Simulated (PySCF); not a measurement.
# C2H3F3O (2,2,2-trifluoroethanol): the cost of one run

Computed with PySCF 2.14.0, with density-fitted response routines of our own, on a single molecule in the gas phase. Atoms count from 0, in the outputs and in this text.

### Step 1. Starting geometry

9 atoms, charge 0, multiplicity 1; geometry from: MMFF94s. The atoms were then displaced at random by about 0.03 Å, so the start is not that level's minimum.

Bonds of the start (Å): O0–C1 1.40, C1–C2 1.50, C2–F3 1.33, C2–F4 1.39, C2–F5 1.35, O0–H6 0.97, C1–H7 1.10, C1–H8 1.09.

### Step 2. Optimising the geometry at PBE0-D3(BJ)/def2-SVP

The job: settings as JSON, then the geometry in Å.

```
{"job": {"xc": "PBE0", "basis": "def2-SVP", "d3": "d3bj", "grid": 1, "shake": 0.03, "kind": "geom"}, "charge": 0, "multiplicity": 1}
O     -1.576760    -0.293110     0.187950
C     -0.415750     0.469560     0.356930
C      0.763310    -0.287030    -0.165950
F      0.758240    -0.617110    -1.449770
F      1.930660     0.456990    -0.085380
F      1.022570    -1.397920     0.555690
H     -1.614920    -0.567510    -0.736520
H     -0.248690     0.711340     1.416430
H     -0.485900     1.455350    -0.105030
```

Started as:

```
$ OMP_NUM_THREADS=1 python probes_run.py task.json out
```

The driver reads the jobs from task.json and runs them one after another.

**Question.** How long does this first job take on 1 thread of Intel Xeon Platinum 8175M at 2.50GHz, shared host, and how much memory does it need?

About 24 s, with a peak of 0.41 GiB.
